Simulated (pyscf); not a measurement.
Structures and frequencies: ωB97X-D3(BJ)/def2-SVP in PySCF.

Q: H atom (H•) + ammonia (NH₃) → hydrogen (H₂) + amino radical (NH₂•)
Surface: doublet. Broken: H–N. Formed: H–H. Give ΔE‡ and ΔE from r²SCAN/def2-TZVP, relative to the separated reactants.

A: ΔE‡ = 0.30 eV, ΔE = +0.13 eV. ωB97M-D3(BJ)/def2-TZVP gives 0.59 eV and +0.27 eV. Zero-point energy shifts the barrier by -0.05 eV. It is a hydrogen abstraction, with an imaginary mode of 1251i cm⁻¹. This is the saddle that the search found; another between the same sides may lie lower. The angle at the transferred H is 156°.
